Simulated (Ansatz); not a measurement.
# BSiPH+ (quintet): wave-function methods side by side, cc-pVDZ

One table from this session's results is given with a row withheld; the runs are named, their logs left out.

Program: Ansatz 0.2.0, Gaussian basis. Level of theory: cc-pVDZ, core rule «outside noble gas», up to 11 orbitals frozen. These are calculated values, not measurements.

To be run: UHF; CCSD(T) on ROHF; CCSD(T) on UHF; BCCD(T) on ROHF; CISD as a restricted active space (open shells left free, so some higher excitations enter); CCSDT(Q) on ROHF; CCSDT(Q) on UHF; CASSCF and NEVPT2, 12 electrons in 11 orbitals.

23 further runs of the same task are left out: 8 that didn't finish, 15 set aside as unsound or not needed. Runs told in other sessions of the task aren't counted.

## The geometry

The geometry is a PBE0/def2-TZVP stationary point (not a proven minimum) of the parent state, kept for this charge and spin.

4 atoms, charge 1, spin multiplicity 5.

Atoms are counted from 1 here; the program's logs count them from 0.

Bond lengths: B1–Si2 1.805 Å, B1–H4 1.177 Å, Si2–P3 2.101 Å. Angles: Si2–B1–H4 180.0°, B1–Si2–P3 180.0°.

Set-up of the first run:

Input file in.yaml:

```yaml
crystal:
  periodic: [false, false, false]
  atoms:
    - {symbol: B, position_ang: [0.000000, 0.000000, 1.133575]}
    - {symbol: Si, position_ang: [0.000000, 0.000000, -0.671725]}
    - {symbol: P, position_ang: [0.000000, 0.000000, -2.772825]}
    - {symbol: H, position_ang: [0.000000, 0.000000, 2.310975]}
basis:
  gaussian: {orbitals: cc-pVDZ}
total_charge: 1
magnetization: {spin_polarized: true, initial_magnetization: 4}
hamiltonian: {xc: hf}
output: {orbitals: {seedname: orbitals}}
```

Command:

```sh
> ansatz run in.yaml --threads 1 --pin off --events-out ev --progress --plain --max-ram 2393MiB
```

Among the steps run: UHF; CCSD(T) on ROHF; CCSD(T) on UHF; BCCD(T) on ROHF; CISD as a restricted active space (open shells left free, so some higher excitations enter); CCSDT(Q) on ROHF; CCSDT(Q) on UHF; CASSCF and NEVPT2, 12 electrons in 11 orbitals.

One of the session's tables, all rows but one given; the rest of the session is left out.

```
         method  from UCCSDT(Q) (meV)
           ROHF               +6816.1
            UHF               +6566.5
           RMP2                     ?
           UMP2               +1514.8
           CISD                +882.9
          RCCSD                +320.4
          UCCSD                +314.8
       RCCSD(T)                 +75.1
       UCCSD(T)                 +75.8
        BCCD(T)                 +75.5
         RCCSDT                 +19.2
         UCCSDT                 +18.4
      RCCSDT(Q)                  +0.9
      UCCSDT(Q)                     0
CASSCF frontier               +5418.6
NEVPT2 frontier               +1324.6
```

Q: Estimate the row for RMP2 from the others.

The run gave: from UCCSDT(Q) (meV): +1463.8. In the column «from UCCSDT(Q) (meV)» it lies between NEVPT2 frontier (+1324.6) and UMP2 (+1514.8).

Caveats from the session: Restricted and unrestricted rows rest on different reference determinants; a gap between their highest levels can come from leftover correlation error, from unlike frozen cores or from another state.
